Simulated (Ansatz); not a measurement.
# C3H3FO: the cost of one run

Method: RHF/def2-SVP, in Ansatz 0.2.0.

**1. The starting structure**

Bond lengths: F1–C2 1.364 Å, C2–C3 1.302 Å, C3–C4 1.449 Å, C3–O5 1.341 Å, C4–O5 1.499 Å, C2–H6 1.095 Å, C4–H7 1.046 Å, C4–H8 1.094 Å. Angles: F1–C2–C3 120.0°, F1–C2–H6 114.4°, C3–C2–H6 125.6°, C2–C3–C4 154.6°, C2–C3–O5 140.1°, C4–C3–O5 64.8°, C3–C4–O5 54.1°, C3–C4–H7 120.4°, C3–C4–H8 112.7°, O5–C4–H7 120.6°, O5–C4–H8 113.6°, H7–C4–H8 119.0°, C3–O5–C4 61.1°.

Structure file:

```xyz
8

F    -1.3543   -0.4953    1.6846
C    -0.8944    0.5131    0.8887
C    -0.0465    0.2552   -0.0647
C     0.8767   -0.5820   -0.8039
O     0.6834    0.8923   -0.9925
H    -1.2907    1.5022    1.1390
H     1.7400   -0.9521   -0.3430
H     0.3780   -1.1904   -1.5640
```

**2. End point A**

input.yaml reads:

```yaml
crystal:
  periodic: [false, false, false]
  atoms:
    - { symbol: F, position_ang: [-1.3543, -0.4953, 1.6846] }
    - { symbol: C, position_ang: [-0.8944, 0.5131, 0.8887] }
    - { symbol: C, position_ang: [-0.0465, 0.2552, -0.0647] }
    - { symbol: C, position_ang: [0.8767, -0.582, -0.8039] }
    - { symbol: O, position_ang: [0.6834, 0.8923, -0.9925] }
    - { symbol: H, position_ang: [-1.2907, 1.5022, 1.139] }
    - { symbol: H, position_ang: [1.74, -0.9521, -0.343] }
    - { symbol: H, position_ang: [0.378, -1.1904, -1.564] }
basis:
  gaussian: { orbitals: def2-SVP }
hamiltonian:
  xc: hf
relax:
  f_tol: 0.02
  max_steps: 50
```

On the command line:

```sh
$ ansatz run input.yaml --threads 1 --pin off --max-ram 2048MiB --backend cpu --events-out ev --progress --plain --runs-dir out
```

**Question.** How long does this run take on 1 thread of Arm Neoverse V1, shared host, and how much memory does it need?

About 13 s, with a peak of 0.15 GiB.
